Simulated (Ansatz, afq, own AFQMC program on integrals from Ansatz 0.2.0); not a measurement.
AlHF, doublet in def2-TZVP, levels against CCSDT(Q)

```xyz
3

Al   -0.3470    0.9537    0.4283
F    -0.2833    1.7756   -1.0260
H    -1.0066    1.7487    1.6673
```

Connectivity, by distances: AlH–F.

Basis def2-TZVP. Noble-gas cores (and the filled d shells of Ga–Kr and In–Xe) are frozen. Ansatz 0.2.0 and our own AFQMC program on the same integrals; the CISD trial comes from CCSD amplitudes, and released means the phaseless constraint is let go. Error bars are statistical, one sigma.

Determinant: UHF, the one that the program's search chose, which needn't be the lowest solution. The geometry is a PBE0/def2-SVP stationary point of this or a neighbouring charge and spin state.

No full CI on the walks' own integrals is used here; CCSDT(Q) serves as the reference and is uncertain by about the last step of the cluster series.

Cautions: the released energies move by 1.5 errors or more from one time to the next, so no released level is given (meV from the phaseless value at times in 1/Eh: -2 ± 5 at 0.24, -3 ± 4 at 0.51, -2 ± 5 at 0.99, 0 ± 5 at 1.62, -14 ± 7 at 2.40), though the last usable value meets CCSDT(Q) within the noise.

* T1 diagnostic: 0.0164
* weight of the determinant in the CISD state: 0.915
* ⟨S²⟩ of the determinant: 0.758
* size of the correlated space: 11 electrons in 68 orbitals

Reference: CCSDT(Q), correlation energy -8.932 eV.

| level | E − E(reference) (kcal/mol) | share of correlation (%) |
| --- | --- | --- |
| HF | 205.98 | 0.00 |
| MP2 | 12.02 | 94.17 |
| CCSD | 5.92 | 97.13 |
| CCSD(T) | 0.46 | 99.78 |
| CCSDT | 0.24 | 99.88 |
| ph-AFQMC/HF | -1.50 ± 0.59 | 100.73 |
| ph-AFQMC/CISD | 0.04 ± 0.12 | 99.98 |

A walk keeps the symmetry of its determinant, which the program's search chose and which needn't be the lowest solution, so a lower state of the same spin and another symmetry isn't excluded.
